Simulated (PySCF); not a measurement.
Species: PO3 (charge -1).
Z-matrix (Å and degrees, GFN2-xTB geometry), rows numbered from 1:
```
O 
P   1  1.4818
O   2  1.4818  1  119.99
O   2  1.4818  1  120.00  3   179.97
```

Level of theory: delta-SCF UKS SCAN, pcX-2 on the ionised atom, pcseg-1 elsewhere, spin-free X2C (PySCF). Every row has its own mixed basis.

```tsv
ionised atom	basis functions	E(ionised) (Eh)	binding energy (eV)
O1	91	-548.46294	531.761
P2	102	-489.17936	2147.533
```

Fill in the total energy of each ground state.

With binding energy = E(ionised) − E(ground) and 27.2114 eV a hartree:

| atom | binding energy (Eh) | E(ground) (Eh) |
| --- | --- | --- |
| O1 | 19.5418 | -568.0048 |
| P2 | 78.9204 | -568.0997 |

How much do the ground-state energies differ, and what would follow from using one of them for all holes?

They run from -568.0997 Eh (core basis on P2) to -568.0048 Eh (on O1), 0.0949 Eh or 2.58 eV apart, though the state is the same; only basis and grid differ. Pairing the ion of O1 with the ground state of P2 would put its binding energy 2.58 eV too high.

Only 1s holes are shown. Atoms equivalent by their bonding share one computed value, that of the first of them. The species carries charge -1, so core ionisation leaves a neutral species. The basis sets have no added diffuse functions. Isolated species at its GFN2-xTB geometry, gas phase.
